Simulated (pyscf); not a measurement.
Single points on ωB97X-D3(BJ)/def2-SVP structures (PySCF, gas phase).

Question: Estimate the classical barrier height and the reaction energy of `[F][CH2][F]` + `[F][C]([F])[F]` [doublet] -> `[FH]` + `[F][CH][C]([F])([F])[F]` [doublet] at PBE/def2-TZVP. The step runs on the doublet surface, breaks C–F, C–H and forms F–H, C–C; take the separated reactants as zero.

Answer: ΔE‡ = 37.4 kcal/mol, ΔE = -5.7 kcal/mol. ωB97M-D3(BJ)/def2-TZVP gives 46.6 kcal/mol and -8.4 kcal/mol. Zero-point energy shifts the barrier by -0.8 kcal/mol. It is a concerted two-bond exchange, with an imaginary mode of 1131i cm⁻¹. This saddle turned up in a search for another step; its sides and bond changes are read from the two ends of the descent. One saddle was located; it need not be the lowest between these sides.
